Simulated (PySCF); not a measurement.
# C4H4O2 (3-butynoic acid): the cost of one run

Programs: PySCF 2.14.0, with density-fitted response routines of our own. Each step states its level of theory. These are calculated values for one molecule, in the gas phase or a continuum, unless marked as measured. Atoms are numbered from 0 throughout.

## 1. The molecule as given

10 atoms, charge 0, multiplicity 1; geometry from: GFN2-xTB. The atoms were then displaced at random by about 0.01 Å, so the start is not that level's minimum.

Bonds of the start (Å): C0–C1 1.23, C1–C2 1.47, C2–C3 1.47, C3–O4 1.22, C3–O5 1.36, C0–H6 1.03, C2–H7 1.10, C2–H8 1.11, O5–H9 0.97.

## 2. Optimising the geometry at PBE0-D3(BJ)/def2-SVP

Job settings and geometry (Å):

```
{"job": {"xc": "PBE0", "basis": "def2-SVP", "d3": "d3bj", "grid": 1, "shake": 0.01, "kind": "geom"}, "charge": 0, "multiplicity": 1}
C      2.166900    -0.705740     0.516270
C      1.239150     0.002240     0.128150
C      0.106050     0.805700    -0.337940
C     -1.061670    -0.085940    -0.399070
O     -1.470620    -0.691810    -1.376560
O     -1.719660    -0.149400     0.784130
H      2.964140    -1.263390     0.842190
H      0.356520     1.206420    -1.329820
H     -0.057650     1.626360     0.395360
H     -2.472700    -0.765380     0.756220
```

On the command line:

```
$ OMP_NUM_THREADS=1 python probes_run.py task.json out
```

This one command runs all jobs of the session in turn.

**Question.** How long does this first job take on 1 thread of Arm Neoverse N1, shared host?

About 2.1 min.
